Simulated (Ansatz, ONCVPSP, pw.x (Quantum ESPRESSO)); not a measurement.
# What a changed setting does to a pw.x run (fcc O)

Potential: optimised norm-conserving Vanderbilt (ONCV), ONCVPSP 4.0.1.1 (patched build), LDA (Perdew-Wang 92); core [He], reference 2s1 2p5; waves: 2s: rc 0.65 bohr, ncon 3, nbas 7, qcut 11.8 1/bohr, 1 projector; 2p: rc 1.70 bohr, ncon 4, nbas 8, qcut 8.6 1/bohr, 2 projectors, debl 0.7 Ha; d scattering state at 0.27 Ha: rc 1.60 bohr, ncon 3, nbas 6, qcut 7.7 1/bohr, 1 projector; local part: polynomial inside 0.60 bohr (lpopt 4, dvloc0 0 Ha); core correction: Teter function, fcfact 4.25, rcfact 1.1.

The reference run (k-mesh 18³, cutoffs 130/520 Ry, Fermi–Dirac 0.01 Ry, mixing_beta 0.4, conv_thr 1e-9, no spin) gives 1.99 GPa at 7.213 Å³/atom, where all-electron LAPW gives 0.50 GPa. This run, with its own iteration cap, changes conv_thr to 1e-06.

```
&control
  calculation='scf', prefix='x', pseudo_dir='./', outdir='./tmp', tstress=.true., disk_io='none'
/
&system
  ibrav=0, nat=1, ntyp=1, ecutwfc=130, ecutrho=520, nbnd=10,
  occupations='smearing', smearing='fd', degauss=0.01
/
&electrons
  conv_thr=1e-06, mixing_beta=0.4, electron_maxstep=60
/
ATOMIC_SPECIES
O 1.0 O.UPF
CELL_PARAMETERS angstrom
  0.00000000 1.53354072 1.53354072
  1.53354072 0.00000000 1.53354072
  1.53354072 1.53354072 0.00000000
ATOMIC_POSITIONS crystal
O 0.0000 0.0000 0.0000
K_POINTS automatic
18 18 18 0 0 0
```

```bash
pw.x < O.scf.in > O.scf.out
```

Question: How does the run end?

Answer: It converges in 4 iterations; the free energy moves by +0.0 meV/atom and the pressure by -0.04 GPa. The result is that of the reference run.

```
Message from routine setup:
     using ibrav=0 with symmetry is DISCOURAGED, use correct ibrav instead
     lattice parameter (alat)  =       4.0984  a.u.
     unit-cell volume          =      48.6757 (a.u.)^3
     number of electrons       =         6.00
     number of Kohn-Sham states=           10
     kinetic-energy cutoff     =     130.0000  Ry
     charge density cutoff     =     520.0000  Ry
     scf convergence threshold =      1.0E-06
     Exchange-correlation= SLA  PW   NOGX NOGC
     number of k points=   195  Fermi-Dirac smearing, width (Ry)=  0.0100
     iteration #  1     ecut=   130.00 Ry     beta= 0.40
     total energy              =     -31.58964390 Ry
     estimated scf accuracy    <       0.00067307 Ry
     iteration #  2     ecut=   130.00 Ry     beta= 0.40
     total energy              =     -31.58964540 Ry
     estimated scf accuracy    <       0.00018873 Ry
     iteration #  3     ecut=   130.00 Ry     beta= 0.40
     total energy              =     -31.58965144 Ry
     estimated scf accuracy    <       0.00000915 Ry
     iteration #  4     ecut=   130.00 Ry     beta= 0.40
     the Fermi energy is     6.5213 ev
!    total energy              =     -31.58965181 Ry
     estimated scf accuracy    <          1.4E-09 Ry
     smearing contrib. (-TS)   =      -0.00464624 Ry
     The total energy is F=E-TS. E is the sum of the following terms:
     one-electron contribution =      -0.36027877 Ry
     hartree contribution      =       4.16682320 Ry
     xc contribution           =      -6.91387028 Ry
     ewald contribution        =     -28.47767971 Ry
     convergence has been achieved in   4 iterations
          total   stress  (Ry/bohr**3)                   (kbar)     P=       19.43
     Message from routine punch:
     Nothing written, as per user request (disk_io='none')
```

The run took about 31 s on one core of a shared host (Neoverse-N1, 64 threads, 124 GiB, load 56).
